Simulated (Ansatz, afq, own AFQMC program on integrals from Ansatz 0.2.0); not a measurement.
# GeH2O, singlet → GeH2O⁺, doublet

```xyz
4

Ge    0.0000    0.0000    0.2692
O     0.0000    0.0000   -1.3631
H     0.0000    1.2866    1.1183
H     0.0000   -1.2866    1.1183
```

Connectivity, by distances: GeH2–O.

E(doublet, charge +1) − E(singlet, charge +0) at this geometry, on RHF and ROHF determinants.

Basis cc-pVTZ. Noble-gas cores (and the filled d shells of Ga–Kr and In–Xe) are frozen. AFQMC by an in-house program on the Cholesky factors that Ansatz 0.2.0 writes for its CCSD(T) run. ph-AFQMC/CISD is guided by a CISD state made of CCSD amplitudes; releasing the constraint for a short imaginary time cuts its bias at the price of noise, slowly where states lie close. Free projection: walkers drawn from exp(T), propagated without any constraint. Its projection time is finite, and what remains of the start isn't in its error. ± is one standard error of the sampling. No spin–orbit coupling. The errors of all members are added in quadrature.

No full CI on the walks' own integrals is used here. The released AFQMC energy serves as the reference, which it does only where one determinant dominates, the energy is flat over the last release times and near the phaseless one (40 meV or 2 meV an electron, half that with transition metals). On small molecules, where full CI could be run and the noise was under 10 meV, such values lay within 10 meV of it in 19 cases of 20, a flattering rate, since the rule was set on those same cases; what remains of the bias isn't in the error bar. Each member takes its own surest rung, up to full CI.

Errors are counted within cc-pVTZ, not against nature.

Cautions: inner d shell frozen; no relativity below Rb; no spin-orbit coupling; GeH₂O (singlet): higher spins were not checked, raised T1 diagnostic (T1 0.027, weight of the determinant 0.86, largest double 0.09), its ph-AFQMC/CISD value lies 21 ± 5 meV above CCSDT(Q); GeH₂O⁺ (doublet): the released value is read at 1.62 1/Eh, later times being too noisy (meV from the phaseless value at times in 1/Eh: -17 ± 6 at 0.24, -9 ± 4 at 0.51, -26 ± 13 at 0.99, -9 ± 8 at 1.62, -15 ± 16 at 2.40).

```
level  vertical ionization energy (eV)
 CCSD                            9.903
   HF                            8.219
```

Question: From these cheaper values, estimate the vertical ionization energy at the reference level in cc-pVTZ.

Answer: 10.106 ± 0.008 eV (AFQMC with the constraint released in cc-pVTZ).

```
        level  vertical ionization energy (eV)  error against released AFQMC (eV)
          MP2                           10.508                      0.402 ± 0.008
      CCSD(T)                           10.099                     -0.008 ± 0.008
  ph-AFQMC/HF                   10.190 ± 0.039                      0.084 ± 0.040
ph-AFQMC/CISD                   10.095 ± 0.006                     -0.011 ± 0.010
   free AFQMC                   10.092 ± 0.015                     -0.014 ± 0.017
```

Correlation beyond CCSD(T) changes it by less than twice the noise. The perturbative (T) step is worth +0.195 eV.

Free projections are given only where their last times agree within the noise and don't stop above the reference; a slow remainder of the start can still hide under it. A walk keeps the symmetry of its determinant, which the program's search chose and which needn't be the lowest solution, so a lower state of the same spin and another symmetry isn't excluded. Released energies are given only where the last usable release times agree within the noise; a slower fall can still hide under it.
